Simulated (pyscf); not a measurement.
Elimination: HO–Ti(OH)(OH)–OH → H₂O + O=Ti(OH)–OH

Gas phase, singlet surface, charge 0. Bonds broken: O1–Ti2, O3–H7. Bonds formed: O1–H7. PySCF, gas phase, ωB97X-D3(BJ)/def2-SVP geometries.

Transition state (Å):

```xyz
9

O     -1.4618    -1.0298     0.5787
Ti    -0.0722     0.3937     0.2672
O      0.6988    -0.9953    -0.2871
O      0.6098     1.0811     1.7775
O     -0.4706     1.6219    -0.9777
H     -1.7121    -1.3128     1.4654
H     -0.3781    -1.4574     0.1301
H      1.3342     0.7802     2.3352
H     -0.3965     1.5815    -1.9366
```

One imaginary mode, 1529i cm⁻¹; descent along it reached the two sides named, in the forms told below.

```json
[
 {"bond": "O1–Ti2", "change": "breaks", "reactant side (Å)": "1.786", "saddle": "2.014", "product side": "2.149"},
 {"bond": "O3–H7", "change": "breaks", "reactant side (Å)": "0.962", "saddle": "1.244", "product side": "2.9"},
 {"bond": "O1–H7", "change": "forms", "reactant side (Å)": "3.1", "saddle": "1.248", "product side": "0.968"}
]
```

Electronic energies relative to the reactant's lowest minimum found (kcal/mol):

```tsv
level	barrier	reaction energy	reverse barrier
ωB97X-D3(BJ)/def2-TZVP	34.2	+50.4	-16.2
PBE/def2-TZVP	28.7	+46.8	-18.1
r²SCAN/def2-TZVP	31.6	+51.9	-20.3
B3LYP-D3(BJ)/def2-TZVP	33.9	+50.7	-16.9
PBE0-D3(BJ)/def2-TZVP	32.4	+50.7	-18.3
M06-2X/def2-TZVP	35.5	+55.4	-19.8
ωB97M-D3(BJ)/def2-TZVP	33.9	+48.8	-14.9
HF/def2-TZVP	49.0	+57.4	-8.4
```

With ωB97M-D3(BJ)/def2-TZVP energies and thermal terms (ideal gas, 1 atm, RRHO with modes under 100 cm⁻¹ raised to 100, one conformer, R ln 2 for chiral ones without a mode under 150 cm⁻¹), in kcal/mol:

```
T (K)   ΔH‡   ΔG‡     ΔH     ΔG
-----  ----  ----  -----  -----
298    32.1  33.5  +48.8  +39.3
600    30.9  35.4  +47.4  +30.2
900    30.2  37.8  +46.0  +21.9
1200   29.7  40.4  +44.6  +14.1
```

On the product side the descent ends in an adduct with a O–Ti contact, 30.6 kcal/mol under the separated species and 14.4 kcal/mol under the saddle at ωB97X-D3(BJ)/def2-TZVP. At ωB97X-D3(BJ)/def2-TZVP, PBE, r²SCAN, B3LYP-D3(BJ), PBE0-D3(BJ), M06-2X, ωB97M-D3(BJ)/def2-TZVP, HF the saddle lies under the separated products, which points to a path from their complex (located at ωB97X-D3(BJ) alone), and parting the products costs more than the saddle. What is counted as broken (O–Ti) persists as a longer contact in the product adduct; parting that adduct is a step of its own. At the saddle there is also a short H–Ti contact that neither side keeps. This is the saddle that the search found; another between the same sides may lie lower.
